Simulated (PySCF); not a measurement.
Predicted microwave data (PBE0-D3(BJ)/def2-SVP geometry optimisation, gas phase (PySCF)) for one isomer of C6H6:

| Item | Value |
| --- | --- |
| Rotational constants | A = 5695, B = 5695, C = 2847 MHz |
| Dipole components | \|μa\| = 0.00 D, \|μb\| = 0.00 D, \|μc\| = 0.00 D |
| Inertial defect | 0.00 u·Å² |
| κ | 1.00 |

Question: Which candidate fits, each taken in the one conformer that was computed?
A. benzvalene (`C1=CC2C3C1C23`)
B. `c1ccccc1`
C. `C#CC#CCC` (1,3-hexadiyne)
D. `C#C[C@H]1C=CC1`
E. `[CH:1]#[C:2][CH2:3][CH2:4][C:5]#[CH:6]` with C2–C3–C4–C5 180° (1,5-hexadiyne)
F. `CC#CC#CC` (2,4-hexadiyne)

Answer: B. It is c1ccccc1, an oblate symmetric top, point group D6h. The candidates at the same level (rigid rotor, commonest isotopes):

```csv
SMILES,A (MHz),B (MHz),C (MHz),μa (D),μb (D),μc (D),Δ (u·Å²),point group,rotor
C#CC#CCC,21877,1326,1270,1.32,0.06,0.00,-6.31,Cs,near-prolate asymmetric top
C#C[C@H]1C=CC1,10013,2564,2292,0.69,0.14,0.12,-27.08,–,near-prolate asymmetric top
c1ccccc1,5695,5695,2847,0.00,0.00,0.00,0.00,D6h,oblate symmetric top
C1=CC2C3C1C23,7467,5288,3907,0.91,0.00,0.00,-33.90,C2v,asymmetric top
CC#CC#CC,79151,1107,1107,0.00,0.00,0.00,-6.38,D3d,prolate symmetric top
C#CCCC#C,25424,1451,1396,0.00,0.00,0.00,-6.26,C2h,near-prolate asymmetric top
```

`C#CC#CCC` has A 284 % too high; `CC#CC#CC` has A 1290 % too high; `C#C[C@H]1C=CC1` has A 76 % too high; `C#CCCC#C` has A 346 % too high; `C1=CC2C3C1C23` has C 37 % too high. No structure here is proved a minimum.
